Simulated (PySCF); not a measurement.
DMSO (C2H6OS), SMILES CS(C)=O. Atoms are numbered in the order given.

```xyz
10

C     -0.1851     0.8220    -1.3694
S      0.4531    -0.2430     0.0000
C     -0.1851     0.8220     1.3694
O     -0.3980    -1.4988     0.0000
H      0.0485     0.2821    -2.3061
H      0.3115     1.8123    -1.3623
H     -1.2827     0.9127    -1.2519
H     -1.2827     0.9127     1.2519
H      0.0485     0.2821     2.3061
H      0.3115     1.8123     1.3623
```
Charge 0, spin multiplicity 1.

Geometry: PBE-D3(BJ)/def2-SVP.

Method: PBE-D3(BJ)/def2-SVP (PySCF).

Frequencies are harmonic and unscaled.

| mode | ν (cm⁻¹) | IR (km/mol) | moving atoms (share of kinetic energy) |
|---|---|---|---|
| 1 | 168 | 0.0 | H 98 % |
| 2 | 218 | 0.9 | H 94 % |
| 3 | 270 | 0.7 | C 43 %, H 35 %, O 13 %, S 9 % |
| 4 | 293 | 7.0 | O 48 %, C 22 %, H 21 %, S 10 % |
| 5 | 351 | 5.9 | H 30 %, S 28 %, O 24 %, C 18 % |
| 6 | 596 | 12.7 | C 59 %, S 24 %, H 16 % |
| 7 | 616 | 26.4 | C 49 %, S 31 %, H 20 % |
| 8 | 835 | 2.6 | H 84 %, C 14 % |
| 9 | 868 | 5.2 | H 69 %, C 22 % |
| 10 | 906 | 4.4 | H 66 %, C 20 %, O 10 % |
| 11 | 966 | 14.8 | H 71 %, C 22 % |
| 12 | 1097 | 102.3 | O 60 %, S 35 % |
| 13 | 1220 | 2.8 | H 83 %, C 17 % |
| 14 | 1246 | 11.1 | H 83 %, C 17 % |
| 15 | 1360 | 9.6 | H 95 % |
| 16 | 1374 | 5.9 | H 96 % |
| 17 | 1378 | 0.0 | H 95 % |
| 18 | 1396 | 17.0 | H 96 % |
| 19 | 2973 | 3.1 | H 98 % |
| 20 | 2974 | 5.6 | H 98 % |
| 21 | 3101 | 0.0 | H 90 %, C 10 % |
| 22 | 3103 | 5.5 | H 90 %, C 10 % |
| 23 | 3109 | 0.2 | H 90 %, C 10 % |
| 24 | 3109 | 1.5 | H 90 %, C 10 % |
